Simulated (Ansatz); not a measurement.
**C₂HClF₂: ionisation energy by level of theory**

Aim: the vertical ionisation energy of C₂HClF₂, as cation minus neutral at the neutral's geometry, on several levels, and how well −ε(HOMO) stands in for it.

Method: unrestricted cation, the program's frozen cores in correlated methods; program: Ansatz 0.2.0, Gaussian basis.

Plan: UKS PBE-D4/def2-TZVPP; UKS r2SCAN-D4/def2-TZVPP; UKS PBE0-D4/def2-TZVPP; UKS B3LYP-D4/def2-TZVPP; UKS wB97X-V/def2-TZVPP; UKS wB97M-V/def2-TZVPP; UKS B2PLYP/def2-TZVPP; UHF-CCSD(T)/def2-TZVPP; UHF-MP2/def2-QZVPP; extrapolation to the limit; then −ε(HOMO) from the neutral's earlier runs with LDA (SPW92), PBE-D4, revPBE-D4, BLYP-D4, r2SCAN-D4, B97M-V, PBE0-D4, B3LYP-D4, r2SCANh-D4, r2SCAN0-D4, HSE06-D4, BHLYP-D4, CAM-B3LYP-D4, LC-ωPBE, ωB97X-V, ωB97M-V.

## (1) Structure used throughout

The geometry comes from an earlier relaxation with PBE0-D4 in a triple-zeta def2 set; it is a stationary point.

SMILES `FC(F)=CCl`, 6 atoms, charge 0, spin multiplicity 1.

Atoms are counted from 1 here; the program's logs count them from 0.

Bond lengths: F1–C2 1.312 Å, C2–F3 1.305 Å, C2–C4 1.321 Å, C4–Cl5 1.706 Å, C4–H6 1.079 Å. Angles: F1–C2–F3 111.1°, F1–C2–C4 123.1°, F3–C2–C4 125.8°, C2–C4–Cl5 122.3°, C2–C4–H6 120.1°, Cl5–C4–H6 117.5°.

## (2) Cation, UKS PBE-D4/def2-TZVPP

in.yaml

```yaml
crystal:
  periodic: [false, false, false]
  atoms:
    - {symbol: F, position_ang: [0.908933, -0.820611, 1.334226]}
    - {symbol: C, position_ang: [0.275016, -0.572761, 0.212778]}
    - {symbol: F, position_ang: [0.199857, -1.643189, -0.530306]}
    - {symbol: C, position_ang: [-0.211603, 0.615963, -0.094202]}
    - {symbol: Cl, position_ang: [-1.032940, 0.915071, -1.559451]}
    - {symbol: H, position_ang: [-0.097263, 1.441529, 0.590856]}
basis:
  gaussian: {orbitals: def2-TZVPP}
total_charge: 1
magnetization: {spin_polarized: true, initial_magnetization: 1}
hamiltonian: {xc: pbe, dispersion: d4}
```

On the command line:

```
ansatz run in.yaml --threads 4 --pin off --events-out ev --progress --plain --max-ram 10444MiB
```

Output:

```text
Functional definition: PBE
  name "PBE"
  cite "Perdew, Burke & Ernzerhof, Phys. Rev. Lett. 77, 3865 (1996) doi:10.1103/PhysRevLett.77.3865"
  parent pbe
  parameter kappa = 0.804
  parameter beta = 0.06672455060314922
  exchange = pbe_x(kappa = kappa, mu = beta*pi^2/3)
  correlation = pbe_c(beta = beta)
1025 factors; their error is unknown
mean field evaluation 1: about -20011.1374 eV, gradient 6.1e1 eV
mean field evaluation 2: about -19973.7669 eV, gradient 1.1e2 eV
mean field evaluation 4: about -20025.5194 eV, gradient 2.1e1 eV
mean field evaluation 8: about -20026.9730 eV, gradient 2.3e-1 eV
mean field evaluation 16: about -20026.9468 eV, gradient 4.8e-3 eV
mean field -20026.94680422 eV, -735.9767203031 hartree, gradient 4.5e-5 eV, S^2 0.751458; 1 other end points of the search recorded, 0 dependent functions left out
reference -20026.94683097 eV, -735.9767212860 hartree; 24, 23 occupied and 156, 157 virtual orbitals, 1025 factors
Total energy: -20027.04445975 eV, -735.9803090777 hartree
```

Run time: 3.1 s. Hardware: 4 threads of Intel Xeon Platinum 8488C, shared host.

The neutral molecule at this level: -20036.6232 eV. Difference: 9.579 eV. ⟨S²⟩ = 0.751.

## (3) Cation, UKS r2SCAN-D4/def2-TZVPP

in.yaml: that of step 2 with these lines changed.

```diff
@@ -13,2 +13,2 @@
 magnetization: {spin_polarized: true, initial_magnetization: 1}
-hamiltonian: {xc: pbe, dispersion: d4}
+hamiltonian: {xc: r2scan, dispersion: d4}
```

Same command.

Output:

```text
Functional definition: r2SCAN
  name "r2SCAN"
  cite "Furness, Kaplan, Ning, Perdew & Sun, J. Phys. Chem. Lett. 11, 8208 (2020) doi:10.1021/acs.jpclett.0c02405"
  cite "Furness, Kaplan, Ning, Perdew & Sun, J. Phys. Chem. Lett. 11, 9248 (2020) doi:10.1021/acs.jpclett.0c03077"
  parent r2scan
  parameter k0 = 0.174
  parameter k1 = 0.065
  parameter a1 = 4.9479
  exchange = r2scan_x(k0 = k0, k1 = k1, a1 = a1)
  correlation = r2scan_c
1025 factors; their error is unknown
mean field evaluation 1: about -20022.4902 eV, gradient 5.6e1 eV
mean field evaluation 2: about -20001.0868 eV, gradient 8.9e1 eV
mean field evaluation 4: about -20034.9078 eV, gradient 1.2e1 eV
mean field evaluation 8: about -20035.3366 eV, gradient 1.3e-1 eV
mean field evaluation 16: about -20035.3121 eV, gradient 5.0e-3 eV
mean field -20035.31212407 eV, -736.2841401373 hartree, gradient 5.1e-5 eV, S^2 0.753472; 0 other end points of the search recorded, 0 dependent functions left out
reference -20035.31213208 eV, -736.2841404317 hartree; 24, 23 occupied and 156, 157 virtual orbitals, 1025 factors
Total energy: -20035.33517845 eV, -736.2849873701 hartree
```

It took 3.9 s on 4 threads of Intel Xeon Platinum 8488C, shared host.

The neutral molecule at this level: -20044.9924 eV. Difference: 9.657 eV. ⟨S²⟩ = 0.753.

## (4) Cation, UKS PBE0-D4/def2-TZVPP

in.yaml: that of step 3 with these lines changed.

```diff
@@ -13,2 +13,2 @@
 magnetization: {spin_polarized: true, initial_magnetization: 1}
-hamiltonian: {xc: r2scan, dispersion: d4}
+hamiltonian: {xc: pbe0, dispersion: d4}
```

The command is unchanged.

Output:

```text
Functional definition: PBE0
  name "PBE0"
  cite "Adamo & Barone, J. Chem. Phys. 110, 6158 (1999) doi:10.1063/1.478522"
  cite "Perdew, Burke & Ernzerhof, Phys. Rev. Lett. 77, 3865 (1996) doi:10.1103/PhysRevLett.77.3865"
  parent pbe
  parameter a = 0.25
  parameter kappa = 0.804
  parameter beta = 0.06672455060314922
  exchange = (1 - a)*pbe_x(kappa = kappa, mu = beta*pi^2/3) + a*exact_x
  correlation = pbe_c(beta = beta)
1056 factors; their error is unknown
mean field evaluation 1: about -20018.8815 eV, gradient 4.8e1 eV
mean field evaluation 2: about -20010.5641 eV, gradient 6.6e1 eV
mean field evaluation 4: about -20027.5689 eV, gradient 3.6e0 eV
mean field evaluation 8: about -20027.6109 eV, gradient 2.2e-1 eV
mean field evaluation 16: about -20027.6690 eV, gradient 1.0e-3 eV
mean field -20027.66895834 eV, -736.0032589774 hartree, gradient 4.9e-5 eV, S^2 0.753278; 0 other end points of the search recorded, 0 dependent functions left out
reference -20027.66897834 eV, -736.0032597122 hartree; 24, 23 occupied and 156, 157 virtual orbitals, 1056 factors
Total energy: -20027.75017416 eV, -736.0062436038 hartree
```

It took 3.1 s on 4 threads of Intel Xeon Platinum 8488C, shared host; peak memory 0.48 GiB.

Less the neutral's -20037.5712 eV (earlier run), this gives 9.821 eV. ⟨S²⟩ = 0.753.

## (5) Cation, UKS B3LYP-D4/def2-TZVPP

in.yaml: that of step 4 with these lines changed.

```diff
@@ -13,2 +13,2 @@
 magnetization: {spin_polarized: true, initial_magnetization: 1}
-hamiltonian: {xc: pbe0, dispersion: d4}
+hamiltonian: {xc: {name: B3LYP}, dispersion: d4}
```

The command is unchanged.

Output (excerpt; [...] marks lines left out):

```text
Functional definition: B3LYP
  name "B3LYP"
  cite "Stephens, Devlin, Chabalowski & Frisch, J. Phys. Chem. 98, 11623 (1994) doi:10.1021/j100096a001"
  cite "Becke, Phys. Rev. A 38, 3098 (1988) doi:10.1103/PhysRevA.38.3098"
  cite "Lee, Yang & Parr, Phys. Rev. B 37, 785 (1988) doi:10.1103/PhysRevB.37.785"
  cite "Vosko, Wilk & Nusair, Can. J. Phys. 58, 1200 (1980) doi:10.1139/p80-159"
[...]
1044 factors; their error is unknown
[...]
mean field -20039.75566291 eV, -736.4474371777 hartree, gradient 1.2e-5 eV, S^2 0.752630; 0 other end points of the search recorded, 0 dependent functions left out
reference -20039.75586166 eV, -736.4474444818 hartree; 24, 23 occupied and 156, 157 virtual orbitals, 1044 factors
Total energy: -20039.91413101 eV, -736.4532607731 hartree
```

Wall time 2.6 s (4 threads of Intel Xeon Platinum 8488C, shared host); peak memory 0.48 GiB.

The neutral molecule at this level: -20049.7615 eV. Difference: 9.847 eV. ⟨S²⟩ = 0.753.

## (6) Cation, UKS wB97X-V/def2-TZVPP

in.yaml: that of step 5 with these lines changed.

```diff
@@ -13,2 +13,2 @@
 magnetization: {spin_polarized: true, initial_magnetization: 1}
-hamiltonian: {xc: {name: B3LYP}, dispersion: d4}
+hamiltonian: {xc: {name: wB97X-V}}
```

The command is unchanged.

Output (excerpt; [...] marks lines left out):

```text
Functional definition: wB97X-V
  name "wB97X-V"
  cite "Mardirossian & Head-Gordon, Phys. Chem. Chem. Phys. 16, 9904 (2014) doi:10.1039/C3CP54374A"
  cite "Becke, J. Chem. Phys. 107, 8554 (1997) doi:10.1063/1.475007"
  cite "Vydrov & Van Voorhis, J. Chem. Phys. 133, 244103 (2010) doi:10.1063/1.3521275"
[...]
      + integral(e_c_pw_opposite_spin*poly(b97_u_opposite, cos0, cos1)) + vv10(b, c)
1041 factors; their error is unknown
192 factors; integrals over basis functions are off by at most 3.1e-5 eV
[...]
mean field -20034.97700010 eV, -736.2718245584 hartree, gradient 1.6e-5 eV, S^2 0.755068; 0 other end points of the search recorded, 0 dependent functions left out
reference -20034.97699888 eV, -736.2718245136 hartree; 24, 23 occupied and 156, 157 virtual orbitals, 1041 factors
Total energy: -20034.97699888 eV, -736.2718245136 hartree
```

It took 6.5 s on 4 threads of Intel Xeon Platinum 8488C, shared host; peak memory 0.62 GiB.

Less the neutral's -20044.8609 eV (earlier run), this gives 9.884 eV. ⟨S²⟩ = 0.755.

## (7) Cation, UKS wB97M-V/def2-TZVPP

in.yaml: that of step 6 with these lines changed.

```diff
@@ -13,2 +13,2 @@
 magnetization: {spin_polarized: true, initial_magnetization: 1}
-hamiltonian: {xc: {name: wB97X-V}}
+hamiltonian: {xc: {name: wB97M-V}}
```

The command is unchanged.

Output (excerpt; [...] marks lines left out):

```text
Functional definition: wB97M-V
  name "wB97M-V"
  cite "Mardirossian & Head-Gordon, J. Chem. Phys. 144, 214110 (2016) doi:10.1063/1.4952647"
  cite "Becke, J. Chem. Phys. 107, 8554 (1997) doi:10.1063/1.475007"
  cite "Vydrov & Van Voorhis, J. Chem. Phys. 133, 244103 (2010) doi:10.1063/1.3521275"
  # Of w^i u^j: cxij and so on, Table III.
[...]
  gx(w, u) = 1 - cx + cx01*u + cx10*w
  gss(w, u) = css00 + css04*u^4 + css10*w + css20*w^2 + css43*w^4*u^3
  gos(w, u) = cos00 + cos10*w + (cos20 + cos21*u)*w^2 + (cos60 + cos61*u)*w^6
[...]
      + integral(e_c_pw_mod_opposite_spin*gos(b97_w_opposite, b97_u_opposite)) + vv10(b, c)
1041 factors; their error is unknown
192 factors; integrals over basis functions are off by at most 3.1e-5 eV
[...]
mean field -20036.75895074 eV, -736.3373100366 hartree, gradient 1.3e-5 eV, S^2 0.753896; 0 other end points of the search recorded, 0 dependent functions left out
reference -20036.75898224 eV, -736.3373111942 hartree; 24, 23 occupied and 156, 157 virtual orbitals, 1041 factors
Total energy: -20036.75898224 eV, -736.3373111942 hartree
```

Wall time 7.5 s (4 threads of Intel Xeon Platinum 8488C, shared host); peak memory 0.66 GiB.

Less the neutral's -20046.6089 eV (earlier run), this gives 9.850 eV. ⟨S²⟩ = 0.754.

## (8) Cation, UKS B2PLYP (frozen core)/def2-TZVPP

in.yaml: that of step 7 with these lines changed.

```diff
@@ -13,2 +13,2 @@
 magnetization: {spin_polarized: true, initial_magnetization: 1}
-hamiltonian: {xc: {name: wB97M-V}}
+hamiltonian: {xc: {name: B2PLYP}}
```

Same command.

Output (excerpt; [...] marks lines left out):

```text
Functional definition: B2PLYP
  name "B2PLYP"
  cite "Grimme, J. Chem. Phys. 124, 034108 (2006) doi:10.1063/1.2148954"
  cite "Becke, Phys. Rev. A 38, 3098 (1988) doi:10.1103/PhysRevA.38.3098"
  cite "Lee, Yang & Parr, Phys. Rev. B 37, 785 (1988) doi:10.1103/PhysRevB.37.785"
[...]
1151 factors; integrals over basis functions are off by at most 7.8e-4 eV
[...]
mean field -20022.56258501 eV, -735.8156032188 hartree, gradient 8.9e-6 eV, S^2 0.756832; 0 other end points of the search recorded, 0 dependent functions left out
9 core orbitals not correlated: weight in the atoms' cores, before any rotation towards them, 1.000 or more for the frozen orbitals, at most 0.000 for the correlated occupied ones
reference -20022.56271212 eV, -735.8156078901 hartree; 15, 14 occupied and 156, 157 virtual orbitals, 1151 factors
second order -31.74790523 eV of doubles, -0.00000000 eV of singles
Total energy: -20031.13464654 eV, -736.1306206695 hartree
```

It took 4.8 s on 4 threads of Intel Xeon Platinum 8488C, shared host; peak memory 0.49 GiB.

Less the neutral's -20040.9693 eV (earlier run), this gives 9.835 eV. ⟨S²⟩ = 0.757.

## (9) Cation, UHF-CCSD(T)/def2-TZVPP

in.yaml: that of step 8 with these lines changed.

```diff
@@ -13,2 +13,3 @@
 magnetization: {spin_polarized: true, initial_magnetization: 1}
-hamiltonian: {xc: {name: B2PLYP}}
+correlation: {method: ccsd_t}
+scf: {omitted_lower_state_checks: [cluster_reference]}
```

Launched as before.

Output (excerpt; [...] marks lines left out):

```text
Functional definition: HF
  name "HF"
  cite "Fock, Z. Phys. 61, 126 (1930) doi:10.1007/BF01340294"
  parent pbe
[...]
1151 factors; integrals over basis functions are off by at most 7.8e-4 eV
[...]
mean field -19985.27505717 eV, -734.4453118451 hartree, gradient 2.9e-6 eV, S^2 0.761665; 1 other end points of the search recorded, 0 dependent functions left out
9 core orbitals not correlated: weight in the atoms' cores, before any rotation towards them, 1.000 or more for the frozen orbitals, at most 0.000 for the correlated occupied ones
reference -19985.27505717 eV, -734.4453118451 hartree; 15, 14 occupied and 156, 157 virtual orbitals, 1151 factors
second order -26.07138018 eV of doubles, -0.00000000 eV of singles
cycle   1  -25.98417595 eV  change    8.7e-2 eV  update   1.3e-1
[...]
cycle  13  -26.81226669 eV  change    4.9e-6 eV  update   8.2e-6
perturbative correction -1.09111662 eV, -0.0400977963 hartree
Total energy: -20013.17844048 eV, -735.4707422681 hartree
Checks for a lower state left out: cluster_reference
```

Wall time 2.3 min (4 threads of Intel Xeon Platinum 8488C, shared host); peak memory 4.9 GiB.

The neutral molecule at this level: -20023.1610 eV. Difference: 9.983 eV. ⟨S²⟩ = 0.762. T1 = 0.024 (report).

## (10) Cation, UHF-MP2/def2-QZVPP

in.yaml: that of step 9 with these lines changed.

```diff
@@ -10,6 +10,6 @@
 basis:
-  gaussian: {orbitals: def2-TZVPP}
+  gaussian: {orbitals: "def2-QZVPP.json"}
 total_charge: 1
 magnetization: {spin_polarized: true, initial_magnetization: 1}
-correlation: {method: ccsd_t}
+correlation: {method: mp2}
 scf: {omitted_lower_state_checks: [cluster_reference]}
```

Same command.

Output (excerpt; [...] marks lines left out):

```text
Functional definition: HF
  name "HF"
  cite "Fock, Z. Phys. 61, 126 (1930) doi:10.1007/BF01340294"
  parent pbe
[...]
2033 factors; integrals over basis functions are off by at most 7.3e-4 eV
[...]
mean field -19985.94713940 eV, -734.4700104113 hartree, gradient 2.1e-6 eV, S^2 0.762095; 3 other end points of the search recorded, 0 dependent functions left out
9 core orbitals not correlated: weight in the atoms' cores, before any rotation towards them, 1.000 or more for the frozen orbitals, at most 0.000 for the correlated occupied ones
reference -19985.94713940 eV, -734.4700104113 hartree; 15, 14 occupied and 304, 305 virtual orbitals, 2033 factors
second order -28.35033658 eV of doubles, -0.00000000 eV of singles
Total energy: -20014.29747598 eV, -735.5118660641 hartree
Checks for a lower state left out: cluster_reference
```

It took 29 s on 4 threads of Intel Xeon Platinum 8488C, shared host; peak memory 1.3 GiB.

The neutral molecule at this level: -20024.5128 eV. Difference: 10.215 eV. ⟨S²⟩ = 0.762.

## (11) Extrapolating to the complete basis

This step is arithmetic on the last runs, with X = 3 and 4: exp(−7.88√X) for Hartree-Fock, X^−2.97 for correlation; only MP2 was run in the larger set, so CCSD(T) minus MP2 is added from the smaller one.

```csv
level,energy at the limit (eV)
HF,-19986.0397
MP2,-20016.0782
CCSD,-20016.8190
CCSD(T),-20017.9102
```

The neutral's limit, from its own earlier runs, is -20028.0990 eV in the additive form (MP2 limit plus CCSD(T) minus MP2 in triple zeta), in which the cation has -20017.9102 eV.

## (12) Ionisation energies side by side

Differences are taken before rounding.

```csv
method,ionisation energy (eV),from CCSD(T)/CBS (eV),time
PBE-D4,9.58,-0.61,4.5 s
r2SCAN-D4,9.66,-0.53,6.2 s
PBE0-D4,9.82,-0.37,4.7 s
B3LYP-D4,9.85,-0.34,5.1 s
ωB97X-V,9.88,-0.30,9.9 s
ωB97M-V,9.85,-0.34,12 s
B2PLYP,9.83,-0.35,8.1 s
HF/def2-TZVPP,9.19,-1.00,
MP2/def2-TZVPP,10.10,-0.09,
CCSD/def2-TZVPP,10.00,-0.19,
CCSD(T)/def2-TZVPP,9.98,-0.21,2.8 min
CCSD(T)/CBS,10.19,0,3.5 min
```

Among the levels timed on like hardware and quicker than the yardstick, those that no quicker one beats, quickest first: PBE-D4 (4.5 s, -0.61 eV); PBE0-D4 (4.7 s, -0.37 eV); B3LYP-D4 (5.1 s, -0.34 eV); ωB97X-V (9.9 s, -0.30 eV); CCSD(T)/def2-TZVPP (2.8 min, -0.21 eV).

Times add the cation's run and the neutral's; HF, MP2 and CCSD come out of the CCSD(T) runs.

Orbital estimates, from the neutral's runs:

```csv
functional,−ε(HOMO) (eV),by energy difference (eV)
LDA (SPW92),6.32,
PBE-D4,6.12,9.58
revPBE-D4,6.05,
BLYP-D4,6.00,
r2SCAN-D4,6.37,9.66
B97M-V,6.43,
PBE0-D4,7.42,9.82
B3LYP-D4,7.21,9.85
r2SCANh-D4,6.86,
r2SCAN0-D4,7.58,
HSE06-D4,7.02,
BHLYP-D4,8.60,
CAM-B3LYP-D4,8.79,
LC-ωPBE,10.13,
ωB97X-V,9.74,9.88
ωB97M-V,9.62,9.85
```

## (13) Results

| quantity | value |
| --- | --- |
| ionisation energy, CCSD(T)/CBS | 10.19 eV |
| nearest functional by difference | ωB97X-V (-0.30 eV) |
| nearest −ε(HOMO) | LC-ωPBE (-0.06 eV) |
| −ε(HOMO) of PBE | 6.12 eV |
| T1 of the cation | 0.024 |

What this shows: By cation minus neutral, the functionals miss by 0.61 eV at most. −ε(HOMO) of PBE misses by 4.1 eV, since self-interaction lifts the level. Among orbital estimates LC-ωPBE comes nearest. Hartree-Fock falls 1.00 eV short, as the neutral has more correlation energy than the cation.

CCSD(T)/def2-TZVPP reaches 0.21 eV from the reference in 2.8 min, where CCSD(T)/CBS took 3.5 min; the quickest level in the cost chart, PBE-D4, takes 4.5 s and misses by 0.61 eV.
